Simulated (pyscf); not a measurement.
Optimised with ωB97X-D3(BJ)/def2-SVP in PySCF.

Q: F–SiH(F)–O–SiH₃ + HF + H₂O -> F–SiH(F)–F + HO–SiH₃ + H₂O
Surface: singlet. Broken: O–Si, F–H, H–O. Formed: F–Si, H–O, H–O. Give ΔE‡ and ΔE from ωB97M-D3(BJ)/def2-TZVP, relative to the separated reactants.

A: ΔE‡ = -3.9 kcal/mol, ΔE = -4.8 kcal/mol. Zero-point energy shifts the barrier by +4.5 kcal/mol. It is a multi-bond step, with an imaginary mode of 259i cm⁻¹. On the reactant side the descent ends in a bound adduct, 12.4 kcal/mol under the separated species and 8.6 kcal/mol under the saddle at ωB97X-D3(BJ)/def2-TZVP. On the product side the descent ends in an adduct with a O–Si contact, 8.9 kcal/mol under the separated species and 8.1 kcal/mol under the saddle at ωB97X-D3(BJ)/def2-TZVP. At ωB97M-D3(BJ) the saddle lies under the separated reactants, which points to a path from their complex (located at ωB97X-D3(BJ) alone). What is counted as broken (O–Si) persists as a longer contact in the product adduct; parting that adduct is a step of its own. This is the saddle that the search found; another between the same sides may lie lower.
